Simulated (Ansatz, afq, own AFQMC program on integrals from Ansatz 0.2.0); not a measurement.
Two steps: Ansatz 0.2.0 writes the Fock matrix and Cholesky factors of the valence space, and afq projects on them the lowest state that overlaps trial and start.

```yaml
crystal:
  periodic: [false, false, false]
  atoms:
    - {symbol: Al, position_ang: [0.000000, 0.000000, 0.000000]}
    - {symbol: H, position_ang: [2.036136, 0.019326, -0.000107]}
    - {symbol: H, position_ang: [-1.034805, 1.753679, -0.003582]}
    - {symbol: H, position_ang: [-1.001332, -1.773005, 0.003689]}
basis:
  gaussian: {orbitals: cc-pVDZ}
magnetization: {spin_polarized: false}
correlation: {method: ccsd_t, electrons: outside_noble_gas, hamiltonian_folder: ham}
```

```sh
$ ansatz run in.yaml --threads 1 --pin off --events-out ev --progress --plain --max-ram 16896MiB --backend cuda --devices 0, --max-vram 18GiB
```

afq runs on the folder ham with

```
--method phaseless --trial cisd --walkers 10 --populations 1 --least-time 40 --time-step 0.0025 --steps-per-block 50 --equilibration-blocks 48 --max-blocks 480 --target-error 0.00116 --factor-cut 1e-05 --seed 8947 --taylor-order 6
```

Times are imaginary, in 1/Eh. The walk had a cap of 60 s.

afq prints:

```
orbitals 28  electrons 3 3  factors 186 of 308
reference energy -243.53312319 Eh
CCSD correlation -0.11134045 Eh in 11 cycles, weight of the determinant in the CISD state 0.8974
energy of the start -243.644464 Eh
 block  time / (1/Eh)  mean weight  energy / Eh
     1     0.125  1.0010  -243.643797
     2     0.250  1.0003  -243.643653
     3     0.375  0.9990  -243.643551
     4     0.500  0.9996  -243.643801
     5     0.625  0.9989  -243.643579
     7     0.875  1.0001  -243.643502
     9     1.125  1.0008  -243.643160
    19     2.375  1.0015  -243.644218
    37     4.625  0.9998  -243.647039
    55     6.875  1.0003  -243.641918
    73     9.125  1.0006  -243.644562
    91    11.375  1.0014  -243.645553
   109    13.625  0.9983  -243.647278
   127    15.875  1.0009  -243.655436
   145    18.125  0.9996  -243.643357
   163    20.375  1.0000  -243.645139
   181    22.625  0.9985  -243.651822
   190    23.750  0.9989  -243.681365
   199    24.875  1.0007  -243.648902
   217    27.125  1.0007  -243.644744
   235    29.375  0.9973  -243.646414
   253    31.625  0.9997  -243.648065
   271    33.875  0.9980  -243.647354
   289    36.125  1.0007  -243.645868
   307    38.375  1.0007  -243.650990
   325    40.625  0.9997  -243.648778
   343    42.875  0.9991  -243.651145
   361    45.125  1.0009  -243.647323
blocks merged  error / Eh  count
     1  0.000393  320
     2  0.000501  160
     4  0.000662  80
     8  0.000879  40
    16  0.000976  20
    32  0.000984  10
energy -243.648461 +/- 0.000976 Eh
(rows thinned)
```

The run passed its tests (sampling time, drift between the halves within three errors, error under three times the target), which doesn't prove that it has relaxed.

Against this walk (error 26.6 meV) on the same determinant: CCSD(T) 46.3 meV higher (within the noise), CCSDT(Q) 17.6 meV higher (within the noise), CCSDTQ 16.4 meV higher (within the noise), full CI 16.5 meV higher (within the noise), a separate phaseless walk with a CISD trial and standard settings 24.5 ± 26.7 meV higher (within the noise). The error is statistical and leaves out the bias of the constraint.

Cautions: constraint bias not in the error; so few walkers bias the energy.

The walk took 55 s on 1 × NVIDIA H100 80GB HBM3 with 2 threads of AMD EPYC 7R13 Processor (Zen 3) (shared host) (the card was shared). The log's last line is the phaseless energy.

CCSDT and higher add their correlation energy to the determinant of the CCSD(T) run, since their own runs factorise the integrals more tightly (a shift of under 2 meV). A walk keeps the symmetry of its determinant, which the program's search chose and which needn't be the lowest solution, so a lower state of the same spin and another symmetry isn't excluded.
